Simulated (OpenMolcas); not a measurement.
**How basis sets differ on C2H4S (SMILES C1CS1)**

C2H4S: 7 atoms, total charge 0, spin state singlet. SMILES: `C1CS1`. The shape is that of a PBE0-D4/def2-TZVP optimisation.

Each level gives the dipole moment (D). The values are calculated.

**The experiment to reproduce.** NIST CCCBDB gives the dipole moment of the gas as 1.85 D.

```json
{"level": "HF/ANO-L-MB", "kind": "Hartree–Fock", "program": "OpenMolcas", "value (D)": "1.00", "computed − measured": "-0.85"}
{"level": "HF/STO-3G", "kind": "Hartree–Fock", "program": "OpenMolcas", "value (D)": "0.85", "computed − measured": "-1.00"}
{"level": "HF/3-21G", "kind": "Hartree–Fock", "program": "OpenMolcas", "value (D)": "2.28", "computed − measured": "+0.43"}
{"level": "HF/aug-cc-pVDZ", "kind": "Hartree–Fock", "program": "OpenMolcas", "value (D)": "2.19", "computed − measured": "+0.34"}
```

Nearest: HF/aug-cc-pVDZ (+0.34 D); farthest: HF/STO-3G (-1.00 D). The measured dipole is a vibrational average, so differences of a few hundredths of a debye mean little. Magnitudes only. Sets without polarisation functions give poor dipoles.
